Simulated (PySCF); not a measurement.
**H2N, SMILES `[NH2]` (charge 0, multiplicity 2)**

These are TPSSh-D3(BJ)/def2-TZVP // PBE-D3(BJ)/def2-SVP (PySCF 2.14.0) values and carry that method's errors.

```json
{
  "highest_occupied_spin_orbital": "-7.98 eV",
  "dipole_moment": "1.93 D",
  "total_energy": "-55.9039 Ha",
  "cost": "very roughly 30 core-seconds"
}
```

Bonded distances (Å): N1–H2 1.047, N1–H3 1.047. Bond angles (°): H2–N1–H3 100.1.
Charge 0, spin multiplicity 2.
